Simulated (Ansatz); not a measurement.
C4H6F2, SMILES `FC/C=C\CF` at its PBE0-D4/def2-TZVP geometry, where that method's forces vanish. Total charge 0; spin multiplicity 1.

```json
{"atom": "F1", "x (Å)": "2.7532", "y (Å)": "0.0511", "z (Å)": "-0.7546"}
{"atom": "C2", "x (Å)": "1.5952", "y (Å)": "0.0762", "z (Å)": "0.0053"}
{"atom": "C3", "x (Å)": "0.4198", "y (Å)": "-0.0766", "z (Å)": "-0.9066"}
{"atom": "C4", "x (Å)": "-0.8681", "y (Å)": "-0.1040", "z (Å)": "-0.5907"}
{"atom": "C5", "x (Å)": "-1.4792", "y (Å)": "0.0106", "z (Å)": "0.7581"}
{"atom": "F6", "x (Å)": "-0.5330", "y (Å)": "0.1605", "z (Å)": "1.7531"}
{"atom": "H7", "x (Å)": "1.5740", "y (Å)": "1.0244", "z (Å)": "0.5479"}
{"atom": "H8", "x (Å)": "1.6582", "y (Å)": "-0.7355", "z (Å)": "0.7341"}
{"atom": "H9", "x (Å)": "0.6955", "y (Å)": "-0.1748", "z (Å)": "-1.9526"}
{"atom": "H10", "x (Å)": "-1.5949", "y (Å)": "-0.2239", "z (Å)": "-1.3901"}
{"atom": "H11", "x (Å)": "-2.0693", "y (Å)": "-0.8840", "z (Å)": "0.9915"}
{"atom": "H12", "x (Å)": "-2.1515", "y (Å)": "0.8761", "z (Å)": "0.8046"}
```

Problem. For each bond, give half the difference of the two atoms' forces along it (eV/Å; positive pushes the atoms apart) under PBE-D4, r2SCAN-D4, B3LYP-D4, ωB97M-V in def2-TZVPP. (Estimate.)

Solution. Ansatz gave: 
```json
{"bond": "F1–C2", "length (Å)": "1.385", "PBE-D4": "0.50", "r2SCAN-D4": "0.34", "B3LYP-D4": "0.40", "ωB97M-V": "0.28"}
{"bond": "C2–C3", "length (Å)": "1.496", "PBE-D4": "-0.21", "r2SCAN-D4": "-0.05", "B3LYP-D4": "0.10", "ωB97M-V": "0.20"}
{"bond": "C2–H7", "length (Å)": "1.093", "PBE-D4": "0.11", "r2SCAN-D4": "-0.05", "B3LYP-D4": "-0.14", "ωB97M-V": "-0.17"}
{"bond": "C2–H8", "length (Å)": "1.093", "PBE-D4": "0.11", "r2SCAN-D4": "-0.05", "B3LYP-D4": "-0.14", "ωB97M-V": "-0.17"}
{"bond": "C3–C4", "length (Å)": "1.326", "PBE-D4": "0.37", "r2SCAN-D4": "0.18", "B3LYP-D4": "0.01", "ωB97M-V": "-0.14"}
{"bond": "C3–H9", "length (Å)": "1.086", "PBE-D4": "0.06", "r2SCAN-D4": "-0.07", "B3LYP-D4": "-0.13", "ωB97M-V": "-0.09"}
{"bond": "C4–C5", "length (Å)": "1.485", "PBE-D4": "-0.23", "r2SCAN-D4": "-0.09", "B3LYP-D4": "0.08", "ωB97M-V": "0.22"}
{"bond": "C4–H10", "length (Å)": "1.087", "PBE-D4": "0.01", "r2SCAN-D4": "-0.07", "B3LYP-D4": "-0.12", "ωB97M-V": "-0.10"}
{"bond": "C5–F6", "length (Å)": "1.381", "PBE-D4": "0.53", "r2SCAN-D4": "0.36", "B3LYP-D4": "0.42", "ωB97M-V": "0.28"}
{"bond": "C5–H11", "length (Å)": "1.097", "PBE-D4": "0.10", "r2SCAN-D4": "-0.05", "B3LYP-D4": "-0.14", "ωB97M-V": "-0.18"}
{"bond": "C5–H12", "length (Å)": "1.097", "PBE-D4": "0.10", "r2SCAN-D4": "-0.05", "B3LYP-D4": "-0.14", "ωB97M-V": "-0.18"}
```

B3LYP here is the variant with VWN-RPA as its local correlation; programs differ in this.
